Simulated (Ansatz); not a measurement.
# SiH₄ (triplet): the correlation ladder at distance Si1–H2 = 1.660 Å, cc-pVDZ

How much of the correlation energy of SiH₄ (triplet) does each wave-function method recover here?

Program: Ansatz 0.2.0, Gaussian basis. Level of theory: cc-pVDZ, core rule «outside noble gas», up to 5 orbitals frozen. These are calculated values, not measurements.

To be run: UHF; CCSD(T) on ROHF; CCSD(T) on UHF; BCCD(T) on ROHF; CISD; CCSDT(Q) on ROHF; CCSDT(Q) on UHF; CISDTQ; CCSDTQ on ROHF; CCSDTQ on UHF; CASSCF and MRCISD+Q, 4 electrons in 4 orbitals; CASSCF and NEVPT2, 4 electrons in 4 orbitals; CASSCF and MRCISD+Q, 8 electrons in 8 orbitals; CASSCF and NEVPT2, 8 electrons in 8 orbitals; Full CI.

## 1. The geometry

The geometry derives from a PBE0/def2-TZVP stationary point (not a proven minimum). One bond is set to the value named and the two fragments are kept rigid.

5 atoms, charge 0, spin multiplicity 3.

Atoms are counted from 1 here; the program's logs count them from 0.

Bond lengths: Si1–H2 1.660 Å, Si1–H3 1.529 Å, Si1–H4 1.529 Å, Si1–H5 1.529 Å. Angles: H2–Si1–H3 90.0°, H2–Si1–H4 90.0°, H2–Si1–H5 180.0°, H3–Si1–H4 180.0°, H3–Si1–H5 90.0°, H4–Si1–H5 90.0°.

## 2. UHF

in.yaml

```yaml
crystal:
  periodic: [false, false, false]
  atoms:
    - {symbol: Si, position_ang: [0.000031, -0.002910, -0.002890]}
    - {symbol: H, position_ang: [-0.012479, 1.174933, 1.166780]}
    - {symbol: H, position_ang: [-0.016466, -1.080543, 1.082097]}
    - {symbol: H, position_ang: [0.016528, 1.074722, -1.087877]}
    - {symbol: H, position_ang: [0.011556, -1.088017, -1.080466]}
basis:
  gaussian: {orbitals: cc-pVDZ}
magnetization: {spin_polarized: true, initial_magnetization: 2}
hamiltonian: {xc: hf}
output: {orbitals: {seedname: orbitals}}
```

Run with:

```bash
ansatz run in.yaml --threads 1 --pin off --events-out ev --progress --plain --max-ram 3956MiB --backend cpu
```

After this run come: CCSD(T) on ROHF; CCSD(T) on UHF; BCCD(T) on ROHF; CISD; CCSDT(Q) on ROHF; CCSDT(Q) on UHF; CISDTQ; CCSDTQ on ROHF; CCSDTQ on UHF; CASSCF and MRCISD+Q, 4 electrons in 4 orbitals; CASSCF and NEVPT2, 4 electrons in 4 orbitals; CASSCF and MRCISD+Q, 8 electrons in 8 orbitals; CASSCF and NEVPT2, 8 electrons in 8 orbitals; Full CI.

Q: Predict the results of all the runs planned. Wanted: FCI below the RHF energy; RMP2 from FCI; UMP2 from FCI; RCCSD from FCI; RCCSD(T) from FCI; UCCSD(T) from FCI; RCCSDT(Q) from FCI; UCCSDT(Q) from FCI; NEVPT2 pair from FCI.

As calculated:

```
                         quantity                                                                                                                         value
         FCI below the RHF energy                                                                                                                    -4.5309 eV
                    RMP2 from FCI                                                                                                                   +1017.8 meV
                    UMP2 from FCI                                                                                                                   +1057.7 meV
                   RCCSD from FCI                                                                                                                    +155.4 meV
                RCCSD(T) from FCI                                                                                                                     +34.7 meV
                UCCSD(T) from FCI                                                                                                                     +36.1 meV
               RCCSDT(Q) from FCI                                                                                                                      +0.7 meV
               UCCSDT(Q) from FCI                                                                                                                      +0.5 meV
             NEVPT2 pair from FCI                                                                                                                    +911.6 meV
           MRCISD+Q pair from FCI                                                                                                                      -5.6 meV
          NEVPT2 valence from FCI                                                                                                                    +714.6 meV
levels within 1 kcal/mol (43 meV)  RCCSD(T), UCCSD(T), BCCD(T), RCCSDT, UCCSDT, CISDTQ, RCCSDT(Q), UCCSDT(Q), RCCSDTQ, UCCSDTQ, MRCISD+Q pair, MRCISD+Q valence
                    T1 diagnostic                                                                                                                         0.022
   effectively unpaired electrons                                                                                                                          2.06
```

What this shows: RCCSD(T) lands +34.7 meV from the yardstick (0.8 % of the correlation energy). MRCISD+Q pair falls below full CI: the +Q correction isn't variational, and the cores differ from full CI's. One determinant dominates. Of the multireference levels listed MRCISD+Q valence comes nearest in total energy (+0.5 meV), which doesn't show that its space is the better one. These misses are within one basis, not against nature; the frozen cores of restricted and unrestricted runs differ, which can shift their rows.
